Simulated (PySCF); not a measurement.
Compound: H2NCO+, CH2NO (charge +1).
Geometry (PBE0-D3(BJ)/def2-TZVP, Å), atoms numbered from 1 in this order:
```
atom  x, y, z in Å
N1    -0.5161   -0.0315    0.0302
C2     0.7444    0.0257   -0.0604
O3     1.8638    0.0772   -0.1385
H4    -1.0244    0.6730    0.5637
H5    -1.0325   -0.7787   -0.4331
```

Computed with PySCF at wB97X-D/pcSseg-2, non-relativistic, on one gas-phase PBE0-D3(BJ)/def2-TZVP geometry that isn't relaxed in the solvent. The solvent is an IEF-PCM continuum (Bondi radii, 1.10 Å for H, scaled by 1.2). Only the electrostatic response of the medium enters.

Gas phase at wB97X-D/pcSseg-2: HOMO -19.13 eV, LUMO -6.56 eV.

Q: What does the continuum do to the energy and the frontier levels at wB97X-D/pcSseg-2 in chloroform?

A: 
```json
{"solvent": "chloroform", "ε": "4.711", "E(solvent) − E(gas) (kcal/mol)": "-59.61", "polarisation term (kcal/mol)": "-60.35", "distortion of the solute (kcal/mol)": "0.74", "HOMO (eV)": "-14.37", "LUMO (eV)": "-1.86"}
```

The first energy column is the sum of the next two and covers electrostatics alone.

Q: Which radius a makes Born's formula ΔE = −(q²/2a)(1 − 1/ε) give the value in chloroform?

A: a = q²(1 − 1/ε)/(2|ΔE|) = 2.19 Å, with q = +1 e and |ΔE| = 0.0950 Eh; the farthest nucleus lies 1.86 Å from the centroid of the nuclei. The formula assumes a point charge at the centre of a sphere.

The run took 8.2 s wall on one thread of an Arm Neoverse N1, no GPU (shared host), and the process peaked at 0.47 GiB of memory. This is the whole shielding run at wB97X-D/pcSseg-2 in chloroform, SCF included.

The pairwise dispersion term of wB97X-D wasn't added to the energies; at a given geometry it leaves orbitals and properties as they are.
